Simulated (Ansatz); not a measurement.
The same path of CH8Si2 (11 atoms, charge 0, multiplicity 1) was run twice with different band settings. Lost on the way: Si1–H2, Si1–C3. Made: H2–C3.

Theory: RKS B3LYP-D4/def2-SVP (Ansatz).

Relaxed end points:

```xyz
11
Properties=species:S:1:pos:R:3
Si 0.168 -0.118 0.583
H 0.139 -0.480 2.034
C 1.956 0.105 0.002
H 2.529 -0.827 0.132
H 1.989 0.382 -1.064
H 2.458 0.899 0.578
H -0.591 1.161 0.421
Si -0.912 -1.807 -0.649
H -2.311 -2.020 -0.169
H -0.961 -1.445 -2.100
H -0.167 -3.099 -0.520
```

```xyz
11
Properties=species:S:1:pos:R:3
Si -0.839 0.558 0.174
H 1.204 -0.277 1.508
C 1.987 -0.143 0.743
H 2.426 -1.122 0.508
H 1.592 0.291 -0.192
H 2.747 0.541 1.145
H -0.312 1.050 -1.178
Si -1.043 -1.672 -0.702
H -1.275 -2.702 0.357
H -2.279 -1.629 -1.556
H 0.089 -2.142 -1.561
```

Common settings: spring 5.0 eV/Å²; optimiser quadratic models (default); start path through a guess of the saddle point; force threshold 0.03 eV/Å; iteration limit 60; end points relaxed.

| run | movable images | climbing image |
| --- | --- | --- |
| 1 | 9 | yes |
| 2 | 8 | no |

Task: What does each run give, and how far can it be trusted?

Result: Run 1: converged after 31 iterations, highest image 2.890 eV above the first end. The profile has 2 maxima (images 3, 7) with wells between them (image 4): this band takes more than one step, which may be the mechanism or a detour left from its start path. A structure lower than the last end lies on the path between it and the top, so the climb from that side starts below the end, which may itself be a saddle point or a shallow side well. Neighbouring images differ by up to 2.0 eV, so the band resolves the path poorly. A vibrational analysis at the climbing image gives one clearly imaginary mode, 1187i cm⁻¹: a first-order saddle point.
Run 2: converged after 46 iterations, highest image 2.226 eV above the first end. Beside the main top the profile has a ripple of under 15 meV (maxima at images 2, 6), which may be a very shallow well or noise. A structure lower than the last end lies on the path between it and the top, so the climb from that side starts below the end, which may itself be a saddle point or a shallow side well. Neighbouring images differ by up to 2.1 eV, so the band resolves the path poorly. No image climbed, so the highest image needn't sit at the top of the path.
The orbitals stay closed-shell, which can raise the energy where a bond breaks towards radicals; this wasn't checked here.
